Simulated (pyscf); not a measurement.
Cl⁻ + H₃C–CH₂–Br → H₃C–CH₂–Cl + Br⁻ (substitution at C; singlet surface; Br–C broken, C–Cl formed). Optimised with ωB97X-D3(BJ)/def2-SVPD in PySCF. Energies in kcal/mol from the separated reactants.

```
level                    barrier  reaction energy
-----------------------  -------  ---------------
ωB97X-D3(BJ)/def2-TZVPD      2.3             -8.1
PBE/def2-TZVPD              -4.8             -8.3
r²SCAN/def2-TZVPD           -5.2             -8.8
M06-2X/def2-TZVPD            [?]             -9.8
ωB97M-D3(BJ)/def2-TZVPD      1.0             -8.8
HF/def2-TZVPD                [?]              [?]
```

Q: Complete the blanks.

A: 
- M06-2X/def2-TZVPD, barrier: -0.3
- HF/def2-TZVPD, barrier: 4.9
- HF/def2-TZVPD, reaction energy: -11.2

On the reactant side the descent ends in a bound adduct, 12.0 kcal/mol under the separated species and 14.3 kcal/mol under the saddle at ωB97X-D3(BJ)/def2-TZVPD. On the product side the descent ends in a complex, 6.6 kcal/mol under the separated species and 17.0 kcal/mol under the saddle at ωB97X-D3(BJ)/def2-TZVPD. At PBE, r²SCAN, M06-2X the saddle lies under the separated reactants, which points to a path from their complex (located at ωB97X-D3(BJ) alone). This is the saddle that the search found; another between the same sides may lie lower. The angle at the attacked C is 164°. Elements up to Kr have no core potential and no relativistic terms here.
